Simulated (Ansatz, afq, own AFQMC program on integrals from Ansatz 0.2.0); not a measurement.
# Atomization energy of Si₂, singlet

```
atom   x (Å)   y (Å)   z (Å)
  Si  0.0000  0.0000  0.0000
  Si  0.0000  0.0000  2.2861
```

Atoms in their ground-state spins without spin–orbit coupling (mostly on UHF) minus the molecule (RHF), without zero-point energy. The geometry is a stationary point, not shown to be a minimum.

Basis 6-31G. Only valence electrons are correlated. AFQMC by an in-house program on the Cholesky factors that Ansatz 0.2.0 writes for its CCSD(T) run. ph-AFQMC/CISD is guided by a CISD state made of CCSD amplitudes; releasing the constraint for a short imaginary time cuts its bias at the price of noise, slowly where states lie close. ± is one standard error of the sampling. The errors of all members are added in quadrature.

Full CI on the same integrals is exact in this basis and with this determinant's frozen core.

Errors are counted within 6-31G, not against nature.

Cautions: Si₂ (singlet): another spin lies lower, restricted determinant unstable towards unrestricted (UHF 2.10 eV lower, ⟨S²⟩ 1.63), the search met a lower determinant of the same kind, perhaps of another symmetry (1.24 eV lower), and this one is a saddle point, strong correlation (T1 0.034, weight of the determinant 0.76, largest double 0.20), CCSD(T) is in doubt: in a space of 8 electrons in 8 natural orbitals full CI lies 95 meV below it, the released energies are still falling, so no released level is given (meV from the phaseless value at times in 1/Eh: -20 ± 4 at 0.24, -39 ± 5 at 0.51, -60 ± 4 at 0.99, -86 ± 3 at 1.62, -106 ± 3 at 2.40), CCSDTQ on the UHF determinant differs (634 meV lower), perhaps since the unrestricted series falls towards higher spin, its ph-AFQMC/CISD value lies 168 ± 5 meV above full CI.

Reference (full CI): 157.2 kJ/mol.

```
        level  atomization energy (kJ/mol)  error against FCI (kJ/mol)
           HF                       -146.0                      -303.2
          MP2                        135.7                       -21.4
         CCSD                        123.5                       -33.6
      CCSD(T)                        146.1                       -11.1
        CCSDT                        147.8                        -9.3
     CCSDT(Q)                        157.0                        -0.1
  ph-AFQMC/HF                  119.4 ± 2.5                 -37.8 ± 2.5
ph-AFQMC/CISD                  141.0 ± 0.4                 -16.2 ± 0.4
```

Correlation beyond CCSD(T) adds 11.1 kJ/mol. The perturbative (T) step is worth +22.5 kJ/mol. Where the cautions show a poor determinant, the low rows tell how each method copes with it, not its usual error.

CCSDT and higher add their correlation energy to the determinant of the CCSD(T) run, since their own runs factorise the integrals more tightly (a shift of under 2 meV). A walk keeps the symmetry of its determinant, which the program's search chose and which needn't be the lowest solution, so a lower state of the same spin and another symmetry isn't excluded.
